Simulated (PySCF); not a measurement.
Gas-phase reaction: 2 Al(CH3)2F + 2 AlH(CH3)2 + C4H10 (n-butane) ⇌ 4 Al(CH3)3 + 2 F

Computed with PySCF and rigid-rotor harmonic-oscillator thermochemistry at 1 bar. † marks an energy on the PBE0/def2-TZVP geometry and frequencies; other levels use their own. MP2 freezes the core. Open shells (unrestricted): F (multiplicity 2); the rest are closed-shell singlets. Spin-orbit splitting is ignored; it lowers the true energy and changes the entropy of F. Al(CH3)2F, AlH(CH3)2: computed as isolated molecules; such fragments, hydroxides, amides, oligomers or adducts are transient or little studied in the gas. MP2 isn't extrapolated to the basis-set limit.

| level | ΔH°(298 K), kJ |
|---|---|
| BLYP/def2-TZVP† | 955 |
| HF/def2-TZVP† | ___ |
| M06-2X/def2-TZVP† | ___ |
| MP2/def2-SVP† | 981 |
| MP2/def2-TZVPP† | 987 |
| PBE/def2-TZVP† | 959 |
| PBE0/def2-TZVP | 922 |
| r2SCAN/def2-TZVP† | 933 |
| LDA/def2-TZVP† | ___ |
| ωB97X-V/def2-TZVP† | ___ |

Some entries are withheld; supply them.


- HF/def2-TZVP†, ΔH°(298 K), kJ: 728
- M06-2X/def2-TZVP†, ΔH°(298 K), kJ: 933
- LDA/def2-TZVP†, ΔH°(298 K), kJ: 1098
- ωB97X-V/def2-TZVP†, ΔH°(298 K), kJ: 945
